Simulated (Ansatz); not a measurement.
## SiH₃, GeH$_{3}$: vertical ionisation energies

Ansatz 0.2.0, basis cc-pVTZ; geometries are PBE0/def2-TZVP minima. Wave-function levels freeze the cores with the filled d shells of p-block atoms; HF, MP2 and coupled cluster are restricted for singlets and unrestricted otherwise, restricted open-shell where a d shell is frozen, Kohn–Sham unrestricted where that lies lower. The reference is CCSDT(Q) (coupled cluster only where its series has nearly closed). Semilocal and hybrid functionals correlate all electrons outside any core potential and usually lie nearer their basis limit than the reference, so part of their error here is the reference's basis and frozen-core error; RPA and the MP2 part of double hybrids freeze the same cores as the reference. An error is the level's value less the reference. None of these values is a measured one. Energies are electronic, without zero-point terms. No spin–orbit coupling and no scalar relativity. The species are chosen: bound, without strong static correlation by their natural occupations or amplitudes, in their lowest spin state as far as vertical gaps and like structures tell, with only the lowest ion state computed, and with a ladder that closes on the reference, so errors are smaller than for species at large; levels whose determinant breaks symmetry or spin markedly are left out.

| species | bonds (Å) | quantity | symmetry of the states | reference | value (eV) | error CCSD | error CCSD(T) | error CCSDT | error PBE | error B2PLYP |
| --- | --- | --- | --- | --- | --- | --- | --- | --- | --- | --- |
| SiH3, doublet | Si–H 1.486, angles at Si 111° | vertical ionisation to the singlet | – | CCSDT(Q) | 8.797 | -0.034 | -0.006 | -0.001 | 0.102 | -0.012 |
| GeH3, doublet | Ge–H 1.539, angles at Ge 111° | vertical ionisation to the singlet | – | CCSDT(Q) | 8.613 | -0.030 | -0.005 | 0.000 | 0.098 | 0.040 |

The reference falls from Si to Ge, by 0.184 eV in all.
